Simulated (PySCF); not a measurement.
**What builds the first ionisation energy along the second row**

Calculated with PySCF 2.14 from differences of total energies of unrestricted determinants, without spin-orbit coupling. Each column adds one step, in eV (sums use unrounded values): valence MP2, valence CCSD, valence triples, then the next inner shell at CCSD(T) (Be 1s, B 1s, C 1s, N 1s, O 1s, F 1s, Ne 1s). References (NIST) marked * lie between the lowest fine-structure levels; the others compare directly ((s) semi-empirical, (t) theoretical).

```
                                                   element     UHF  + MP2  + CCSD  + (T)  + inner shell     sum  reference
       Be [He] 2s2 → [He] 2s1 (dyall-acv3z, spin-free X2C)   8.044  0.794   0.458  0.000          0.016   9.312      9.323
    B [He] 2s2 2p1 → [He] 2s2 (dyall-acv3z, spin-free X2C)   8.040  0.225  -0.089  0.038          0.019   8.232      8.297
C [He] 2s2 2p2 → [He] 2s2 2p1 (dyall-acv3z, spin-free X2C)  10.797  0.453  -0.098  0.029          0.018  11.198     11.262
N [He] 2s2 2p3 → [He] 2s2 2p2 (dyall-acv3z, spin-free X2C)  13.889  0.691  -0.140  0.026          0.017  14.483     14.545
O [He] 2s2 2p4 → [He] 2s2 2p3 (dyall-acv3z, spin-free X2C)  12.010  1.317   0.036  0.049          0.012  13.425     13.608
F [He] 2s2 2p5 → [He] 2s2 2p4 (dyall-acv3z, spin-free X2C)  15.637  1.652  -0.108  0.061          0.012  17.255     17.427
       Ne [Ne] → [He] 2s2 2p5 (dyall-acv3z, spin-free X2C)  19.641  1.984  -0.274  0.070          0.012  21.434     21.597
```

What remains against the references is mostly basis incompleteness.

Question: What share of the correlation contribution for Ne comes from the inner shell?

Answer: The four steps add to 1.792 eV, of which the inner shell gives 0.012 eV, or 1 %.
